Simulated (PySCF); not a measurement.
How methods differ on the ionisation energy of F

F [He] 2s2 2p5 (2P) → F⁺ [He] 2s2 2p4 (3P), as a difference of total energies. Calculation: PySCF 2.14, in aug-cc-pVDZ; the non-relativistic Hamiltonian (point nucleus). Correlated levels: valence: 1s2 frozen. The calculations carry no spin-orbit coupling.

| method | ionisation energy (eV) |
| --- | --- |
| UHF | 15.767 |
| M06-2X | 17.550 |
| MP2 (valence) | 17.167 |
| CCSD (valence) | 17.085 |
| CCSD(T) (valence) | 17.115 |

Estimate what r2SCAN gives.

17.622 eV, closest to M06-2X among the rows shown.

Estimate what SCS-MP2 (valence) gives.

17.117 eV, closest to CCSD(T) (valence) among the rows shown.

Errors of the correlated levels include the incompleteness of this basis and the frozen core.

For comparison: 17.427 eV (measured; NIST levels, between the centres of gravity of the two terms).
